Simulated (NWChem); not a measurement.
System: pyrazine (C4H4N2); SMILES c1cnccn1

NWChem input:

```
start job
memory heap 200 mb stack 900 mb global 1100 mb
geometry units angstroms noautoz
  C      1.131029    -0.696347     0.000000
  C      1.128514     0.700415     0.000000
  N     -0.002520     1.399181     0.000000
  C     -1.131029     0.696347     0.000000
  C     -1.128514    -0.700415     0.000000
  N      0.002520    -1.399181     0.000000
  H      2.074114    -1.254705     0.000000
  H      2.069583     1.262162     0.000000
  H     -2.074114     1.254705     0.000000
  H     -2.069583    -1.262162     0.000000
end
basis spherical
  * library 6-311++g**
end
dft
  xc b3lyp
  iterations 150
  mulliken
end
task dft energy
```

Coordinates come from a PBE0/def2-SVP optimisation.

Give the results of this calculation. (B3LYP/6-311++G** (spherical d).) Quantities: basis functions; energy (Ha); highest occupied level (eV); orbital gap (eV).


```json
{
 "number_of_basis_functions": "160",
 "energy (Ha)": "-264.39",
 "highest occupied level (eV)": "-7.13",
 "orbital gap (eV)": "5.29"
}
```
